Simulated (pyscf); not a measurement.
Optimised with ωB97X-D3(BJ)/def2-SVP in PySCF.

**Question.** H₃Si–AsH–SiH₃ + water (H₂O) → silanol (HO–SiH₃) + H₃Si–AsH₂
Surface: singlet. Broken: As–Si, H–O. Formed: O–Si, As–H. Give ΔE‡ and ΔE from ωB97M-D3(BJ)/def2-TZVP, relative to the separated reactants.

**Answer.** ΔE‡ = 35.5 kcal/mol, ΔE = -12.9 kcal/mol. Zero-point energy shifts the barrier by -0.1 kcal/mol. It is a four-centre exchange, with an imaginary mode of 529i cm⁻¹. One saddle was located; it need not be the lowest between these sides. Elements up to Kr have no core potential and no relativistic terms here.
